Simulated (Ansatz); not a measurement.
**CHCl₂+: single points off equilibrium**

One table from this session's results is given with a row withheld; the runs are named, their logs left out.

Program: Ansatz 0.2.0, Gaussian basis. Level of theory: single points in def2-TZVPP. These are calculated values, not measurements.

Cores are frozen in the correlated methods. B3LYP uses VWN-RPA correlation.

## The starting structure

SMILES `Cl[CH+]Cl`, 4 atoms, charge 1, spin multiplicity 1.

Atoms are counted from 1 here; the program's logs count them from 0.

Bond lengths: Cl1–C2 1.631 Å, C2–Cl3 1.676 Å, C2–H4 1.160 Å. Angles: Cl1–C2–Cl3 124.6°, Cl1–C2–H4 118.4°, Cl3–C2–H4 116.9°.

Geometry (Å):

```
Cl    1.34210   -0.64040   -0.60770
C     0.00520   -0.02550    0.09460
Cl   -1.22420    0.76560   -0.72570
H    -0.09220   -0.09170    1.24900
```

Set-up of the first run:

The input, run/in.yaml:

```yaml
crystal:
  periodic: [false, false, false]
  atoms:
    - {symbol: Cl, position_ang: [1.342100, -0.640400, -0.607700]}
    - {symbol: C, position_ang: [0.005200, -0.025500, 0.094600]}
    - {symbol: Cl, position_ang: [-1.224200, 0.765600, -0.725700]}
    - {symbol: H, position_ang: [-0.092200, -0.091700, 1.249000]}
basis:
  gaussian: {orbitals: def2-TZVPP}
total_charge: 1
correlation: {method: ccsd_t}
output: {forces: true}
```

No record of the launch command was kept for these runs.

Steps of the session up to this table: CCSD(T)/def2-TZVPP; PBE0-D4/def2-TZVPP; wB97M-V/def2-TZVPP; r2SCAN-D4/def2-TZVPP; PBE-D4/def2-TZVPP; B3LYP-D4/def2-TZVPP; B97M-V/def2-TZVPP.

One table of the session follows, with a row left open; its other results are not shown here.

| method | RMS force component (eV/Å) | angle to CCSD(T) forces (°) |
| --- | --- | --- |
| CCSD(T) | 0.890 | reference |
| PBE0-D4 | 0.922 | 12.5 |
| wB97M-V | 0.930 | 8.7 |
| r2SCAN-D4 | 0.870 | 5.0 |
| PBE-D4 | ? | ? |
| B3LYP-D4 | 0.870 | 0.9 |
| B97M-V | 0.976 | 8.5 |

Q: Estimate the row for PBE-D4 from the others.

**Answer.** RMS force component (eV/Å): 0.763; angle to CCSD(T) forces (°): 3.6. In the column «RMS force component (eV/Å)» it is the lowest.
